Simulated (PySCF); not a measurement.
# Lithium: a sound run and one with changed settings

Sound run: Li [He] 2s1, Li⁺ 1s2. Computed with PySCF 2.14 in def2-SVP, with no relativity, point nucleus. The sound run starts from symmetry-adapted Hartree-Fock orbitals and uses a fine grid where one is needed.

Changed run: initial guess atom, at most 50 SCF cycles.

```tsv
species	method	sound run (hartree)	changed run (hartree)	converged
Li	UHF	-7.42507	-7.42507	yes
Li	M06-L	-7.47812	-7.47812	yes
Li	B3LYP	-7.48498	-7.48498	yes
Li⁺	UHF	-7.23290	-7.23290	yes
Li⁺	M06-L	-7.29612	-7.29612	yes
Li⁺	B3LYP	-7.28145	-7.28145	yes
```

Here the plain start reaches the same solutions.
